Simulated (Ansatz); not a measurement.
Fluorite CdF₂ was calculated with PBE0 (plane waves, PAW; Ansatz, a program for electronic structure).

Run with plane-wave cutoff 460 eV, 8×8×8 k mesh, Fermi–Dirac smearing 0.01 eV, scalar-relativistic PAW data made under PBE.

The cell is scaled about its equilibrium volume:

```
V (Å³/atom)  P (GPa)  direct gap at Γ (eV)  smallest gap on the k mesh (eV)
-----------  -------  --------------------  -------------------------------
12.553          6.13                 6.641                            6.109
12.883          2.87                 6.574                            6.005
13.070          1.22                 6.536                            5.947
13.544         -2.40                 6.437                            5.804
13.874         -4.52                 6.367                            5.707
```

The fundamental gap (5.90 eV at the equilibrium volume, on the SCF mesh) lies elsewhere than Γ–Γ.

Measured, for comparison: band gap 7.8 eV (temperature not stated, not corrected to a static lattice, indirect W–Γ; as tabulated in Cappellini et al. (2013), arXiv:1302.2571).

Spin–orbit coupling is not included.
